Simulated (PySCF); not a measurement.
## Basis set benchmark on one molecule

Molecule: SMILES c1(C)cccs1, C₅H₆S.

Bonds (- single, = double, # triple, : aromatic): C1-C2 1.492 Å, C2:C3 1.373 Å, C3:C4 1.425 Å, C4:C5 1.368 Å, C5:S6 1.719 Å, S6:C2 1.731 Å. C1 carries H7, H8, H9; C3 carries H10; C4 carries H11; C5 carries H12.

Geometry PBE0-D3(BJ)/def2-SVP throughout; GIAO in PySCF, gas phase, one conformer, non-relativistic; equivalent atoms averaged; functional PBE0.

Reference values (measured; liquid, neat; H. L. Retcofsky, R. A. Friedel, J. Am. Chem. Soc. 94 (1972) 6579): δ(S6) = 178.0 ppm vs CS2. Computed shifts are taken against CS2, calculated as an isolated molecule at each level.

Q: How do the basis sets STO-3G, 6-31G, pcSseg-0, 6-31G*, def2-SVP, cc-pVDZ, pcSseg-1, aug-cc-pVDZ, 6-311+G(2d,p), def2-TZVP, cc-pVTZ, IGLO-III, pcSseg-2 perform against the reference? Times are CPU seconds on shared hosts with different chips, so compare them loosely.

A: 
```csv
basis set,functions,S6,abs. error S,core-s
STO-3G,40,100.4,77.6,2.9
6-31G,70,179.6,1.6,5.6
pcSseg-0,70,203.7,25.7,4.8
6-31G*,100,209.4,31.4,7.8
def2-SVP,118,221.9,43.9,9.1
cc-pVDZ,118,204.4,26.4,9.5
pcSseg-1,139,226.7,48.7,18
aug-cc-pVDZ,196,220.3,42.3,20
"6-311+G(2d,p)",206,253.3,75.3,20
def2-TZVP,228,260.1,82.1,26
cc-pVTZ,268,227.8,49.8,31
IGLO-III,279,260.6,82.6,30
pcSseg-2,307,251.1,73.1,41
```

For 33S the closest is 6-31G (1.6 ppm) and the furthest IGLO-III (82.6 ppm). Where a smaller basis beats a larger one, errors probably cancel; the largest sets show where the functional converges. One molecule is a small sample, and vibrational and solvent effects are absent from the calculation.

A small basis that lands close on one nucleus may do so by chance; judge by the trend and by all nuclei.
